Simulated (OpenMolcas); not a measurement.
**B2 (SMILES B#B): the energy, rung by rung**

B2: 2 atoms, total charge 0, spin state triplet. SMILES: `B#B`. Geometry: relaxed at GFN2-xTB.

```xyz
2

B     0.0000    0.0000    0.0000
B     0.0000    0.0000    1.4051
```

Quantity: the energy change with the B1–B2 bond stretched from 1.405 to 2.108 Å, in eV. The values are calculated.

```tsv
level	kind	program	value (eV)	less FCI/pcseg-0	CPU time (all runs)
ROHF/pcseg-0	Hartree–Fock	OpenMolcas	-1.11	-1.18	4.3 s
USVWN5/pcseg-0	LDA	OpenMolcas	0.17	+0.10	7.4 s
UPBE/pcseg-0	GGA	OpenMolcas	-0.04	-0.11	8.7 s
U-r2SCAN/pcseg-0	meta-GGA	OpenMolcas	-0.20	-0.27	19 s
UPBE0/pcseg-0	global hybrid	OpenMolcas	-0.25	-0.32	8.1 s
MRCI(4,4)/pcseg-0	multireference	OpenMolcas	0.11	+0.04	3.3 s
ROCCSD(T)/pcseg-0	coupled cluster or CI	OpenMolcas	0.09	+0.02	4.6 s
FCI/3-21G	exact in the basis	OpenMolcas	0.09	+0.02	17 s
FCI/pcseg-0	exact in the basis	OpenMolcas	0.07	0.00	17 s
```

FCI/pcseg-0 is exact within its basis and frozen core, so for wave-function methods in that basis the difference is their error; functionals converge differently with the basis, so for them it is only a difference. The first shape isn't each level's own minimum. The values span -1.11 to 0.17 eV. All rows use very small basis sets, so none should be taken for the real molecule's value. Times are those of the runs behind each value, whatever else they computed, on shared processors of several kinds: orders of magnitude only.
